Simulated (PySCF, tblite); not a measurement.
Compound: C3H4F2O.
SMILES with atom numbers: `[CH2:1]=[C:2]([F:3])[O:4][CH2:5][F:6]` (hydrogens: H7, H8 on C1; H9, H10 on C5)

Structure optimised with GFN2-xTB, isolated species.

(1) Give the optimised bond lengths and angles.

Answers

(1) 
```
         bond  length (bohr)
        C1=C2          2.491
        C2–F3          2.528
        C2–O4          2.572
        O4–C5          2.593
        C5–F6          2.587
        C1–H7          2.025
        C1–H8          2.027
C5–H9, C5–H10          2.076
```

Bonds in one row agree within 0.02 bohr and their mean is given. A selection of angles:
```
    angle  degrees
 C2–C1–H7    122.3
 C2–C1–H8    119.6
 H7–C1–H8    118.1
 C1–C2–F3    121.7
 C1–C2–O4    130.3
 F3–C2–O4    108.0
 C2–O4–C5    118.1
 O4–C5–F6    111.5
 O4–C5–H9    112.7
O4–C5–H10    107.1
 F6–C5–H9    106.3
F6–C5–H10    107.2
H9–C5–H10    111.9
```

Torsions: C1–C2–O4–C5 13° (synperiplanar); C2–O4–C5–F6 -71° (synclinal). The mirror-image conformer, all signs reversed, is as good.

The C–F distances run from 1.338 Å (C2–F3, drawn single) to 1.369 Å (C5–F6, drawn single), a spread of 0.031 Å. Of the pairs four or more bonds apart, C5···H7 is among the closest relative to their van der Waals radii: 2.70 Å, 93 % of the sum of Bondi's values.

Point group: C1 (no symmetry element, even within 0.4 Å). Its GFN2-xTB frequencies are all real (lowest 72 cm⁻¹). One conformer, not necessarily the lowest. 2 starts were optimised and ended at 0.00 and 2.32 kcal/mol (GFN2-xTB); the lowest of these is shown.

These are computed values.
